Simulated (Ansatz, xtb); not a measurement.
## Two isomers of C2H3FOS

Structure I: `F[C@@H]1O[C@@H]1S`, a singlet. Structure II: `F[C@@H]1O[C@H]1S`, a singlet. Both are isolated molecules in the gas phase, relaxed with r2SCAN-D4/def2-SVP; the shapes shown needn't be the lowest conformers.

I (Å):

```xyz
8

C     0.6970   -2.2475   -0.0951
C     0.4616   -0.9915    0.6129
F     1.9250   -2.8199    0.0109
O     0.6463   -1.0761   -0.8222
S     1.6972   -0.2050    1.6305
H    -0.0636   -3.0163   -0.2925
H    -0.5532   -0.7055    0.9200
H     2.6846   -1.0724    1.3120
```

II (Å):

```xyz
8

C     0.3549   -2.2829   -0.1539
C     0.9641   -1.1123    0.4716
F    -0.6346   -2.1044   -1.0564
O     0.0341   -1.9855    1.1532
S     2.6881   -1.1340    0.9421
H     0.8989   -3.2194   -0.3439
H     0.5407   -0.1299    0.2253
H     2.5675   -0.2297    1.9398
```

Problem. Which of the two would you expect CCSD(T)/def2-SVP + ΔMP2/def2-TZVPP electronic energies to favour?

Solution. CCSD(T)/def2-SVP + ΔMP2/def2-TZVPP gives E(II) − E(I) = +0.001 eV, slightly favouring structure I, which is too small a margin to settle the true order.

Level by level:

```tsv
level	geometry	E(II) − E(I) (eV)	departure from the last row (eV)	job, with rough time for the two
GFN2-xTB	GFN2-xTB	−0.042	−0.043	optimisation, 0.42 s
HF/STO-3G	GFN2-xTB	+0.036	+0.035	single point, 1.3 s
r2SCAN-D4/def2-SVP//GFN2-xTB	GFN2-xTB	+0.023	+0.022	single point, 6.9 s
r2SCAN-D4/def2-SVP	r2SCAN-D4/def2-SVP	+0.028	+0.027	optimisation, 75 s
HF/def2-SVP	r2SCAN-D4/def2-SVP	−0.034	−0.035	part of the CCSD(T) run
MP2/def2-SVP	r2SCAN-D4/def2-SVP	+0.004	+0.003	part of the CCSD(T) run
CCSD(T)/def2-SVP	r2SCAN-D4/def2-SVP	+0.003	+0.002	single point
CCSD(T)/def2-SVP + ΔMP2/def2-TZVPP	r2SCAN-D4/def2-SVP	+0.001		single point, 52 s
```

As drawn, both hold the same kinds of bond in the same numbers.

The largest departure from CCSD(T)/def2-SVP + ΔMP2/def2-TZVPP is that of GFN2-xTB, 0.043 eV. The last row adds to CCSD(T) the change of the MP2 difference between the two basis sets, here −0.002 eV.

With harmonic frequencies from r2SCAN-D4/def2-SVP (ideal gas, rigid rotor, one conformer each, 298.15 K, 1 atm): the zero-point term adds −0.006 eV; ΔH is −0.001 and ΔG −0.011 eV.

The correlated steps freeze 9 core orbitals. Codes used: Ansatz 0.2.0, xtb 6.7.1; the last row on 2 threads of Intel(R) Xeon(R) Processor @ 2.50GHz (Skylake/Cascade Lake) on a shared host.
